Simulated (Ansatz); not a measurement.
We consider antifluorite Mg₂Sn, described by PBEsol (Ansatz, a first-principles code, PAW).

Run with plane-wave cutoff 520 eV, 20×20×20 k mesh, Fermi–Dirac smearing 0.05 eV, perturbation theory, scalar-relativistic PAW data made under PBE.

The cell has the measured lattice parameters. Conventional cell: a = 6.7665 Å, b = 6.7665 Å, c = 6.7665 Å, α = 90.00°, β = 90.00°, γ = 90.00°.

Space group Fm-3m (No. 225); a = 6.766 Å, b = 6.766 Å, c = 6.766 Å, α = 90.00°, β = 90.00°, γ = 90.00°

```tsv
atom	site	symmetry	x	y	z
Mg	8c	-43m	0.2500	0.2500	0.2500
Sn	4a	m-3m	0.0000	0.0000	0.0000
```
(The calculation used a cell of 3 atoms; values per cell refer to that cell.)

Harmonic phonon frequencies (cm⁻¹; i marks an imaginary mode; at Γ without the LO shift):

```csv
q point,frequencies
Γ,0 0 0 187 187 187 214 214 214
X,66 66 121 152 152 152 222 222 283
L,50 50 112 193 193 193 202 202 249
```

No imaginary mode appears at these points.

Note: the solid has no gap at this level, which affects its response; the cell isn't this level's own, so it is under some stress, which shifts stiffness and frequencies.
